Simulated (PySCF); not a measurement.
# C3H4: magnetic properties, part 2 of 2

PySCF 2.14.0. Atoms count from 0. The steps go on from the part before.

## Step 6: Magnetic properties: GIAO B3LYP/3-21G

The job: settings as JSON, then the geometry in Å.

```
{"job": {"kind": "mag", "xc": "B3LYP", "basis": "3-21G"}, "charge": 0, "multiplicity": 1}
C     -0.572189     0.682893    -0.087971
C     -0.609367    -0.608394     0.024342
C      0.760874     0.001953     0.009808
H     -1.087680     1.634697    -0.185378
H     -1.178273    -1.532170     0.088725
H      1.342803     0.066271     0.943518
H      1.395600    -0.094004    -0.886023
```

Level: GIAO B3LYP/3-21G magnetisability, rotational g tensor and spin-rotation constants, non-relativistic, gas phase.

The log of the run:

```text
coarse grid: 5744 points
cycle   1  E = -115.9463872784  dE =  3.392e-01  |g| = 2.081e-01  |ddm| = 2.601e+00
cycle   2  E = -115.9481574896  dE = -1.770e-03  |g| = 2.004e-01  |ddm| = 5.269e-01
cycle   3  E = -115.9589835460  dE = -1.083e-02  |g| = 2.047e-02  |ddm| = 3.048e-01
cycle   4  E = -115.9590556056  dE = -7.206e-05  |g| = 1.087e-02  |ddm| = 2.650e-02
cycle   5  E = -115.9590856399  dE = -3.003e-05  |g| = 9.412e-04  |ddm| = 1.606e-02
cycle   6  E = -115.9590859459  dE = -3.060e-07  |g| = 1.154e-04  |ddm| = 2.388e-03
final grid: 55112 points
cycle   7  E = -115.9670747001  dE = -3.671e-06  |g| = 1.862e-03  |ddm| = 7.631e-03
cycle   8  E = -115.9670746432  dE =  5.696e-08  |g| = 1.943e-03  |ddm| = 5.165e-03
cycle   9  E = -115.9670756306  dE = -9.874e-07  |g| = 2.036e-04  |ddm| = 2.712e-03
cycle  10  E = -115.9670756400  dE = -9.429e-09  |g| = 6.634e-05  |ddm| = 2.653e-04
cycle  11  E = -115.9670756408  dE = -8.323e-10  |g| = 3.620e-05  |ddm| = 9.065e-05
cycle  12  E = -115.9670756412  dE = -3.386e-10  |g| = 1.324e-06  |ddm| = 3.832e-05
converged SCF energy = -115.9670756412

Magnetisability tensor (1e-30 J/T^2)
     -427.69        2.71        6.10
        2.71     -354.09      -25.94
        6.10      -25.94     -649.25
isotropic -477.01   principal values    -651.69   -427.57   -351.76
isotropic susceptibility -28.726 1e-6 cm^3/mol

Inertial axes            a          b          c
rot. const./GHz     29.9301    22.0660    13.8893
chi total           -25.749    -21.184    -39.246
chi diamagnetic     -82.061    -99.111   -132.432
chi paramagnetic     56.312     77.927     93.187
quadrupole/D A       -0.100      2.061     -1.962
g nuclear            0.7032     0.6820     0.6622
g electronic        -0.7918    -0.8078    -0.6080
g total             -0.0886    -0.1258     0.0541

Spin-rotation constants (kHz, H = +C I.J)
atom  isotope        aa         bb         cc
  3     1H       -1.260      0.773     -1.716
  4     1H       -1.264      0.776     -1.716
  5     1H       -1.561     -2.489     -0.591
  6     1H       -1.558     -2.489     -0.592
  0    13C*      12.054      5.208      1.038
  2    13C*       5.277      2.507      0.042
* in the singly substituted isotopologue
```

Wall time 1.2 s (1 thread of Arm Neoverse V1, shared host); peak memory 0.34 GiB.

From this job:

| quantity | value |
| --- | --- |
| magnetisability | -477·10⁻³⁰ J/T² |
| molar susceptibility | -28.7·10⁻⁶ cm³/mol |
| rotational g (a, b, c) | -0.0886, -0.1258, 0.0541 |

## Step 7: Magnetic properties: GIAO B3LYP/def2-TZVP

Settings changed since step 6:

```diff
@@ -1,2 +1,2 @@
-{"job": {"kind": "mag", "xc": "B3LYP", "basis": "3-21G"}, "charge": 0, "multiplicity": 1}
+{"job": {"kind": "mag", "xc": "B3LYP", "basis": "def2-TZVP"}, "charge": 0, "multiplicity": 1}
 C     -0.572189     0.682893    -0.087971
```

Level: GIAO B3LYP/def2-TZVP magnetisability, rotational g tensor and spin-rotation constants, non-relativistic, gas phase.

The log of the run:

```text
coarse grid: 5744 points
cycle   1  E = -116.6413648576  dE =  3.711e-01  |g| = 3.275e-01  |ddm| = 1.917e+00
cycle   2  E = -116.6297273209  dE =  1.164e-02  |g| = 3.938e-01  |ddm| = 5.789e-01
cycle   3  E = -116.6704777870  dE = -4.075e-02  |g| = 2.419e-02  |ddm| = 3.779e-01
cycle   4  E = -116.6705628843  dE = -8.510e-05  |g| = 1.367e-02  |ddm| = 2.366e-02
cycle   5  E = -116.6706031339  dE = -4.025e-05  |g| = 3.904e-03  |ddm| = 1.156e-02
cycle   6  E = -116.6706071030  dE = -3.969e-06  |g| = 1.361e-04  |ddm| = 3.341e-03
final grid: 55112 points
cycle   7  E = -116.6667838376  dE = -2.221e-05  |g| = 3.766e-03  |ddm| = 3.786e-02
cycle   8  E = -116.6667823735  dE =  1.464e-06  |g| = 4.409e-03  |ddm| = 6.119e-03
cycle   9  E = -116.6667873446  dE = -4.971e-06  |g| = 2.780e-04  |ddm| = 3.436e-03
cycle  10  E = -116.6667873565  dE = -1.189e-08  |g| = 1.533e-04  |ddm| = 3.037e-04
cycle  11  E = -116.6667873622  dE = -5.711e-09  |g| = 2.680e-05  |ddm| = 1.231e-04
cycle  12  E = -116.6667873623  dE = -1.301e-10  |g| = 1.153e-05  |ddm| = 2.535e-05
converged SCF energy = -116.6667873623

Magnetisability tensor (1e-30 J/T^2)
     -420.42        3.86        6.33
        3.86     -308.09      -30.34
        6.33      -30.34     -653.36
isotropic -460.63   principal values    -656.20   -420.33   -305.35
isotropic susceptibility -27.740 1e-6 cm^3/mol

Inertial axes            a          b          c
rot. const./GHz     29.9301    22.0660    13.8893
chi total           -25.313    -18.389    -39.517
chi diamagnetic     -82.307    -99.814   -133.081
chi paramagnetic     56.995     81.425     93.564
quadrupole/D A       -0.586      2.351     -1.765
g nuclear            0.7032     0.6820     0.6622
g electronic        -0.8014    -0.8441    -0.6105
g total             -0.0982    -0.1621     0.0517

Spin-rotation constants (kHz, H = +C I.J)
atom  isotope        aa         bb         cc
  3     1H       -0.933      0.995     -1.544
  4     1H       -0.938      0.998     -1.544
  5     1H       -1.430     -2.243     -0.513
  6     1H       -1.426     -2.244     -0.514
  0    13C*      14.780      6.385      1.402
  2    13C*       6.335      3.507      0.175
* in the singly substituted isotopologue
```

It took 4.2 s on 1 thread of Arm Neoverse V1, shared host; peak memory 0.47 GiB.

In short:

| quantity | value |
| --- | --- |
| magnetisability | -461·10⁻³⁰ J/T² |
| molar susceptibility | -27.7·10⁻⁶ cm³/mol |
| rotational g (a, b, c) | -0.0982, -0.1621, 0.0517 |

## Step 8: Magnetic properties: GIAO B3LYP/6-31G*

Settings changed since step 7:

```diff
@@ -1,2 +1,2 @@
-{"job": {"kind": "mag", "xc": "B3LYP", "basis": "def2-TZVP"}, "charge": 0, "multiplicity": 1}
+{"job": {"kind": "mag", "xc": "B3LYP", "basis": "6-31G*"}, "charge": 0, "multiplicity": 1}
 C     -0.572189     0.682893    -0.087971
```

With the program's defaults for keys left out, this is: GIAO B3LYP/6-31G* magnetisability, rotational g tensor and spin-rotation constants, non-relativistic, gas phase.

The log of the run:

```text
coarse grid: 5744 points
cycle   1  E = -116.6120064523  dE =  3.825e-01  |g| = 3.157e-01  |ddm| = 2.426e+00
cycle   2  E = -116.6076535489  dE =  4.353e-03  |g| = 3.481e-01  |ddm| = 7.907e-01
cycle   3  E = -116.6406275383  dE = -3.297e-02  |g| = 2.374e-02  |ddm| = 4.551e-01
cycle   4  E = -116.6407134448  dE = -8.591e-05  |g| = 1.342e-02  |ddm| = 2.708e-02
cycle   5  E = -116.6407581706  dE = -4.473e-05  |g| = 2.374e-03  |ddm| = 1.428e-02
cycle   6  E = -116.6407597166  dE = -1.546e-06  |g| = 1.103e-04  |ddm| = 3.248e-03
final grid: 55112 points
cycle   7  E = -116.6166728721  dE = -6.659e-06  |g| = 3.841e-03  |ddm| = 1.115e-02
cycle   8  E = -116.6166719526  dE =  9.195e-07  |g| = 4.353e-03  |ddm| = 9.906e-03
cycle   9  E = -116.6166770745  dE = -5.122e-06  |g| = 2.662e-04  |ddm| = 5.114e-03
cycle  10  E = -116.6166770896  dE = -1.510e-08  |g| = 1.143e-04  |ddm| = 3.196e-04
cycle  11  E = -116.6166770926  dE = -3.007e-09  |g| = 3.584e-05  |ddm| = 1.121e-04
cycle  12  E = -116.6166770929  dE = -2.882e-10  |g| = 1.297e-05  |ddm| = 3.851e-05
converged SCF energy = -116.6166770929

Magnetisability tensor (1e-30 J/T^2)
     -401.07        3.17        6.60
        3.17     -313.42      -28.84
        6.60      -28.84     -641.47
isotropic -451.99   principal values    -644.18   -400.95   -310.83
isotropic susceptibility -27.219 1e-6 cm^3/mol

Inertial axes            a          b          c
rot. const./GHz     29.9301    22.0660    13.8893
chi total           -24.146    -18.718    -38.794
chi diamagnetic     -81.460    -98.709   -132.285
chi paramagnetic     57.314     79.991     93.492
quadrupole/D A       -0.470      2.030     -1.560
g nuclear            0.7032     0.6820     0.6622
g electronic        -0.8059    -0.8292    -0.6100
g total             -0.1027    -0.1472     0.0521

Spin-rotation constants (kHz, H = +C I.J)
atom  isotope        aa         bb         cc
  3     1H       -1.126      0.868     -1.614
  4     1H       -1.130      0.871     -1.614
  5     1H       -1.458     -2.366     -0.535
  6     1H       -1.455     -2.367     -0.536
  0    13C*      13.238      5.716      1.330
  2    13C*       5.939      3.176      0.160
* in the singly substituted isotopologue
```

Run time: 1.6 s. Hardware: 1 thread of Arm Neoverse V1, shared host; peak memory 0.47 GiB.

Key values:

| quantity | value |
| --- | --- |
| magnetisability | -452·10⁻³⁰ J/T² |
| molar susceptibility | -27.2·10⁻⁶ cm³/mol |
| rotational g (a, b, c) | -0.1027, -0.1472, 0.0521 |

## Step 9: The levels compared

| level | ξ (10⁻³⁰ J/T²) | g(a) | g(b) | gap (eV) | functions | time |
| --- | --- | --- | --- | --- | --- | --- |
| GIAO B3LYP/cc-pVDZ | -456 | -0.1007 | -0.1539 | 7.00 | 62 | 3.2 s |
| GIAO B3LYP/6-31G | -463 | -0.0979 | -0.1397 | 7.15 | 35 | 1.3 s |
| GIAO B3LYP/MINI | -549 | -0.1152 | -0.1324 | 7.41 | 19 | 0.89 s |
| GIAO B3LYP/3-21G | -477 | -0.0886 | -0.1258 | 7.26 | 35 | 1.2 s |
| GIAO B3LYP/def2-TZVP | -461 | -0.0982 | -0.1621 | 6.79 | 117 | 4.2 s |
| GIAO B3LYP/6-31G* | -452 | -0.1027 | -0.1472 | 7.15 | 50 | 1.6 s |

## Step 10: Results

What follows sums up all 2 parts.

```
                                           quantity                     value
                                        point group                       C2v
               rotational constants (main isotopes)   29.93, 22.07, 13.89 GHz
       magnetisability (step 3, GIAO B3LYP/cc-pVDZ)           -456·10⁻³⁰ J/T²
  molar susceptibility (step 3, GIAO B3LYP/cc-pVDZ)        -27.4·10⁻⁶ cm³/mol
rotational g (a, b, c) (step 3, GIAO B3LYP/cc-pVDZ)  -0.1007, -0.1539, 0.0512
              surface potential, 1st and 99th percentile        -0.46 V and 1.04 V
                    magnetisability over the levels   -477 to -452·10⁻³⁰ J/T²
```

Over 3 steps the energy fell by 0.036 eV; of the close pairs, C1–H4 changed most, 1.062 to 1.087 Å. GIAO B3LYP/MINI has a minimal basis, so it is left out of the spread where two other levels stand. The magnetisability spreads by 5.4 % over 5 levels, from GIAO B3LYP/3-21G (1.2 s) to GIAO B3LYP/6-31G* (1.6 s); the runs took 1.2 s to 4.2 s. Vibrational averaging and real surroundings are missing from these values.
